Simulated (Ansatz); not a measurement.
Task: vertical spin-state energies of FH5Si2, SMILES F[SiH2][SiH3], with the Ansatz DFT code, driven from Python. Give the script and its output. Settings (for the species named): PBE, aug-cc-pVDZ basis, multiplicity 1.

```xyz
8

F    -1.9896    0.9681   -0.1958
Si   -0.6087    0.5826   -0.7921
Si    0.5706   -0.5986    0.7604
H    -0.7502   -0.2236   -2.0178
H     0.1263    1.8132   -1.2079
H     0.8485    0.2241    2.0000
H     1.9581   -0.9904    0.2281
H    -0.0628   -1.8325    1.1694
```

Script `spin.py`:
```python
'''Gap between spin states of FH5Si2 at one geometry.'''

import ansatz

GEOMETRY = '''
F    -1.98960    0.96810   -0.19580
Si   -0.60870    0.58260   -0.79210
Si    0.57060   -0.59860    0.76040
H    -0.75020   -0.22360   -2.01780
H     0.12630    1.81320   -1.20790
H     0.84850    0.22410    2.00000
H     1.95810   -0.99040    0.22810
H    -0.06280   -1.83250    1.16940
'''

mol = ansatz.Crystal.molecule()
for line in GEOMETRY.strip().splitlines():
    symbol, *xyz = line.split()
    mol = mol.atom(symbol, [float(v) for v in xyz])

calc = (
    mol.calculation()
    .basis(gaussian='aug-cc-pVDZ')  # atom-centred Gaussian functions
    .functional('PBE')
)
found = {}
for unpaired in [0, 2]:
    rep = calc.spin('collinear', total=unpaired).run(threads=1, pin='off').report
    s = unpaired / 2
    found[unpaired] = rep['free_energy_ev']
    print(f'2S+1 = {unpaired + 1}: E = {found[unpaired]:.5f} eV, <S^2> = {abs(rep["mean_field"]["state"]["spin_squared"]):.3f} (pure state {s * (s + 1):.2f})')
lowest = min(found, key=found.get)
for unpaired, e in found.items():
    print(f'multiplicity {unpaired + 1}: {(e - found[lowest]):.3f} eV above the lowest')
```

```console
$ python spin.py
2S+1 = 1: E = -18543.44136 eV, <S^2> = 0.000 (pure state 0.00)
2S+1 = 3: E = -18537.98555 eV, <S^2> = 2.003 (pure state 2.00)
multiplicity 1: 0.000 eV above the lowest
multiplicity 3: 5.456 eV above the lowest
```

In order: multiplicity 1 (+0.00 eV) and multiplicity 3 (+5.46 eV), all at the one geometry.

Total energies depend on the basis set; only differences at equal settings carry meaning. The geometry is a force-field or estimated start, not a minimum of this method, and the basis set is short of its limit. All parts are taken at fixed geometry, without zero-point energy. It ran for 23 s on 1 thread of Arm Neoverse V1, with other jobs on the host, peak memory 0.31 GiB.
